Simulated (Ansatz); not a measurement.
This Ansatz (a first-principles code) input (PBE0/3-21G) gives -223.89512 Eh with 27 basis functions. A basis named .json is the Basis Set Exchange file of that set (core-valence sets with the plain set on hydrogen).

Ansatz 0.2 input:
```yaml
crystal:
  periodic: [false, false, false]
  atoms:
    - {symbol: O, position_ang: [-0.01015087, 1.07558797, -0.21689088]}
    - {symbol: O, position_ang: [0.00927284, 0.00110539, 0.42846783]}
    - {symbol: O, position_ang: [0.00087803, -1.07669336, -0.21157695]}
basis:
  gaussian:
    orbitals: 3-21G.json
hamiltonian:
  xc: {name: PBE0}
magnetization: {spin_polarized: false}
```

Change:
```diff
- orbitals: 3-21G.json
+ orbitals: aug-pcseg-1.json
```

Question: What does the run give now?

Answer: -225.14543 Eh (PBE0/aug-pcseg-1, 69 functions), a change of -1250.31 mEh.
